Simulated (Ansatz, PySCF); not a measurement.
HS, SMILES [SH], multiplicity 2. Atoms are numbered in the order given.

```xyz
2

S      0.0000     0.0000    -0.0867
H      0.0000     0.0000     1.2606
```
Charge 0, spin multiplicity 2.

The structure is a stationary point at B3LYP-D3(BJ)/def2-TZVPD.

Two levels are set side by side: PBE-D3(BJ)/def2-TZVPD (Ansatz, an electronic-structure program) and B3LYP-D3(BJ)/def2-TZVPD (Ansatz). Each level has its own optimised geometry; the coordinates shown are those of the second. Frequencies come from the Hessian of PySCF at each geometry. Differences are taken from unrounded values.

```
quantity                            B3LYP-D3(BJ)  PBE-D3(BJ)  PBE-D3(BJ) minus B3LYP-D3(BJ)
----------------------------------  ------------  ----------  -----------------------------
bond S1–H2 (Å)                             1.347       1.357                          0.010
highest harmonic wavenumber (cm⁻¹)          2663        2612                            -52
mean harmonic wavenumber (cm⁻¹)             2663        2612                            -52
zero-point energy (kcal/mol)                3.81        3.73                          -0.07
```

Here PBE gives about what the other level gives.
